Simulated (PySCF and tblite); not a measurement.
Results of a calculation; reference values are marked as such.
C3H8S, numbered as in [CH3:1][CH2:2][S:3][CH3:4].

Free energies: PBE0-D3(BJ)/def2-TZVP on PBE0-D3(BJ)/def2-SVP structures plus GFN2-xTB thermal terms, symmetry and mirror images included. Conformers within 4 kcal/mol (GFN2-xTB free energy) were kept, 5 at most. GIAO shieldings: PBE0/pcSseg-1. Shifts are against TMS (¹H), TMS (¹³C) at the same level. Programs: PySCF with density fitting and tblite.

Question: What shifts does this protocol give at 298.15 K under fast conformational exchange?

Answer: ¹H: 2.23 (H2, 2H), 1.92 (H4, 3H), 1.18 (H1, 3H) ppm. ¹³C: 33.5 (C2), 18.9 (C4), 15.0 (C1) ppm.

Question: How do the conformers differ?

Answer: Torsions listed: C1–C2–S3–C4. Of a mirror pair one member is shown.
```tsv
conformer	shape	weight %
1	-70°	65.1
2	180°	34.9
```

| signal | 1 | 2 | average |
| --- | --- | --- | --- |
| H1 | 1.16 | 1.21 | 1.18 |
| H2 | 2.22 | 2.25 | 2.23 |
| H4 | 1.91 | 1.93 | 1.92 |
| C1 | 15.3 | 14.4 | 15.0 |
| C2 | 32.6 | 35.1 | 33.5 |
| C4 | 17.8 | 21.0 | 18.9 |

Shifts are unscaled: against experiment ¹³C can be off by 15 ppm or more and ¹H by 0.8 ppm.
